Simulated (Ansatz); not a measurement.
# COSi: the cost of one run

Computed with Ansatz 0.2.0, Gaussian basis. Level: def2-QZVPP, core rule «outside noble gas», up to 7 orbitals frozen.

The runs, in order: UHF; ROHF; CCSD(T) on UHF.

2 further runs of the same task are left out: 2 set aside as unsound or not needed.

## 1. The system

The geometry is a PBE0/def2-TZVP stationary point (not a proven minimum) of the parent state, kept for this charge and spin.

3 atoms, charge 0, spin multiplicity 3.

Atoms are counted from 1 here; the program's logs count them from 0.

Bond lengths: C1–Si2 1.831 Å, Si2–O3 1.514 Å. Angles: C1–Si2–O3 180.0°.

As a file:

```xyz
3
charge 0, multiplicity 3
C     0.0000    0.0000   -1.7257
Si    0.0000    0.0000    0.1057
O     0.0000    0.0000    1.6201
```

## 2. UHF

Contents of in.yaml:

```yaml
crystal:
  periodic: [false, false, false]
  atoms:
    - {symbol: C, position_ang: [0.000000, 0.000000, -1.725733]}
    - {symbol: Si, position_ang: [0.000000, 0.000000, 0.105667]}
    - {symbol: O, position_ang: [0.000000, 0.000000, 1.620067]}
basis:
  gaussian: {orbitals: "def2-QZVPP.json"}
magnetization: {spin_polarized: true, initial_magnetization: 2}
hamiltonian: {xc: hf}
output: {orbitals: {seedname: orbitals}}
```

On the command line:

```sh
ansatz run in.yaml --threads 1 --pin off --events-out ev --progress --plain --max-ram 2393MiB
```

Q: Estimate wall time and peak memory on 1 thread of Arm Neoverse V1, shared host.

About 21 s, with a peak of 0.39 GiB.
